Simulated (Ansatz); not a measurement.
Energy landscape of H₂Si, singlet: symmetric bend, bond length relaxed. Scanned: H-Si-H angle. Other coordinates (Si-H bond length) were minimised at B3LYP/def2-TZVP.

The free coordinates were minimised at B3LYP/def2-TZVP in PySCF; the energy column is full CI/def2-TZVP, frozen core in Ansatz (a quantum-chemistry and plane-wave program), in mEh.

| a / ° | Si-H bond length / Å | E |
|---|---|---|
| 180 | 1.454 | 101.3 |
| 169.47 | 1.464 | 96.5 |
| 161.90 | 1.485 | 86.7 |
| 151.15 | 1.512 | 67.4 |
| 138.11 | 1.522 | 43.4 |
| 128.88 | 1.522 | 28.6 |
| 120.20 | 1.522 | 17.0 |
| 110.92 | 1.520 | 7.7 |
| 100.40 | 1.520 | 1.4 |
| 90.38 | 1.524 | 0.0 |
| 81.75 | 1.528 | 2.8 |
| 67.52 | 1.541 | 15.9 |
| 60 | 1.551 | 26.8 |
